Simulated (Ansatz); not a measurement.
H₄SSi (`[SiH3]S`), relaxed with RKS PBE-D4/def2-SVP in the Gaussian-basis code of Ansatz from a rough embedded geometry. The force threshold is 0.03 eV/Å; the program also tests the step.

Total charge 0; spin multiplicity 1.

Start:

```xyz
6

Si   -0.070    0.542   -0.047
S     1.046   -1.132    0.591
H    -0.295    0.424   -1.593
H     0.577    1.774    0.324
H    -1.454    0.490    0.564
H     0.196   -2.098    0.162
```

```
step  energy (eV)  largest force (eV/Å)  largest move (Å)
   1  -18763.5553                 1.916             0.000
   2  -18763.6317                 0.431             0.119
   3  -18763.6895                 0.166             0.111
   4  -18763.6911                 0.064             0.026
   5  -18763.6917                 0.015             0.015
```

End:

```xyz
6

Si   -0.133    0.504   -0.085
S     1.084   -1.138    0.621
H    -0.308    0.484   -1.581
H     0.624    1.735    0.315
H    -1.496    0.518    0.553
H     0.230   -2.104    0.177
```

Run time 4.4 s (2 threads of a server CPU on a shared host); peak host memory 0.11 GiB.
